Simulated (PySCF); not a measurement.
# CH2N2O, a complex of two parts: interaction energy

An exercise on one series of results from a longer session: the logs are not shown, and one member is left open.

Computed with PySCF 2.14.0; each step states its level. No surroundings beyond the atoms listed, unless a continuum is named. Atoms count from 0, parts from 1.

## The system as given

6 atoms, charge 0, multiplicity 1; geometry: GFN2-xTB. Parts: 1 = atoms 0–3, `C=O`, charge 0; 2 = atoms 4–5, `N#N`, charge 0.

The first run:

Job settings and geometry (Å):

```
{"job": {"xc": "PBE0", "basis": "def2-TZVPD", "d3": "d3bj", "grid": 3, "kind": "geom", "shake": 0.01}, "charge": 0, "multiplicity": 1, "parts": [{"atoms": "0-3", "charge": 0, "multiplicity": 1}, {"atoms": "4-5", "charge": 0, "multiplicity": 1}]}
C      0.011448    -0.054157    -0.004960
O      1.158175    -0.248624    -0.019261
H     -0.782341    -0.822439    -0.167079
H     -0.393991     0.982182     0.145140
N      0.712926     3.088601     0.762485
N      1.689317     3.434794     0.397842
```

The run is started by

```bash
> OMP_NUM_THREADS=1 python cluster_run.py task.json out
```

One launch serves the whole session: the jobs run in the order shown.

Steps of the session up to this table: Geometry optimisation at PBE0-D3(BJ)/def2-TZVPD; Coupled-cluster interaction energy: CCSD(T) and MP2, 3.18 Å; Coupled-cluster interaction energy: CCSD(T) and MP2, 3.34 Å; Coupled-cluster interaction energy: CCSD(T) and MP2, 3.50 Å; Coupled-cluster interaction energy: CCSD(T) and MP2, 3.02 Å; Coupled-cluster interaction energy: CCSD(T) and MP2, 3.98 Å; Coupled-cluster interaction energy: CCSD(T) and MP2, 2.87 Å; Coupled-cluster interaction energy: CCSD(T) and MP2, 4.78 Å; Coupled-cluster interaction energy: CCSD(T) and MP2, 6.37 Å.

One of the session's tables, all rows but one given; the rest of the session is left out.

It belongs to the step «Coupled-cluster interaction energy: CCSD(T) and MP2, 6.37 Å». 

| method | interaction energy (kcal/mol) |
| --- | --- |
| HF/aug-cc-pVDZ | -0.033 |
| MP2/aug-cc-pVDZ | -0.058 |
| CCSD/aug-cc-pVDZ | -0.051 |
| CCSD(T)/aug-cc-pVDZ | -0.053 |
| HF/aug-cc-pVQZ | ? |
| MP2/aug-cc-pVQZ | -0.060 |
| SCS-MP2/aug-cc-pVQZ | -0.055 |
| MP2, extrapolated | -0.060 |
| CCSD(T), limit estimate | -0.054 |

Estimate the missing values for HF/aug-cc-pVQZ.

As computed: interaction energy (kcal/mol): -0.034. In the column «interaction energy (kcal/mol)» it lies between CCSD/aug-cc-pVDZ (-0.051) and HF/aug-cc-pVDZ (-0.033).
